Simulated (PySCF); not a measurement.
## H4O2Si: core ionisation energies

Compound: H4O2Si.
SMILES with atom numbers: `[OH:1][SiH2:2][OH:3]`

Theory: PySCF, delta-SCF UKS SCAN, pcX-2 on the ionised atom, pcseg-1 elsewhere, spin-free X2C. Vertical ΔSCF values, vacuum level as zero.

Q: List the computed XPS lines with their assignment.

A: 
| atom(s) | environment | level | binding energy (eV) | 2p1/2 (eV) | count |
| --- | --- | --- | --- | --- | --- |
| Si2 | oxygen-bound silicon | Si 1s | 1847.87 | – | 1 |
| O1/O3 | silanol oxygen | O 1s | 538.91 | – | 2 |
| Si2 | oxygen-bound silicon | Si 2p3/2 | 107.83 | 108.46 | 1 |

Q: Which effective nuclear charge Zeff reproduces each element's mean 1s value in the hydrogen-like formula E = 13.606 eV × Zeff²?

A: O (Z = 8): mean 538.9 eV, Zeff = 6.29, Z − Zeff = 1.71; Si (Z = 14): mean 1847.9 eV, Zeff = 11.65, Z − Zeff = 2.35. Means run over the listed sites, weighted by atom count.

Topologically equivalent atoms share the value of their first member; where this conformer doesn't relate them by symmetry, their own values could differ. 2p3/2 and 2p1/2 are the ΔSCF energy of one spin-free 2p hole plus the eigenvalues of a spin–orbit and ligand-field matrix of the shell. 2p1/2 minus 2p3/2 (ligand field included): Si 0.63 eV. One conformer (not necessarily the lowest) at the GFN2-xTB geometry, without solvent, vibrations or thermal averaging.

Conformer computed: `[OH:1][SiH2:2][OH:3]`: H–O1–Si2–O3 179°, H–O3–Si2–O1 17°.
